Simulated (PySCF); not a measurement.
Members of the series nitrenes, diatomics and small unsaturated species; each row names its spin state. Isolated molecules, 0 K electronic values unless said otherwise. One relaxed conformer stands for each flexible species; it need not be the lowest. Strings in code marks are SMILES.

These are PySCF with PBE-D3(BJ)/def2-TZVP // B3LYP-D3(BJ)/def2-TZVP values and carry that method's errors. 

A: multiplicity 3 (`[CH+]` (excited triplet))
B: multiplicity 3 (`[SiH+]` (excited triplet))
C: multiplicity 3 (`[Al][Cl]` (excited triplet))
D: multiplicity 3 (`[O+]#[Si-]` (excited triplet))

Which member has the highest highest occupied spin orbital?

C (-3.33 eV); next is D (-3.89 eV).
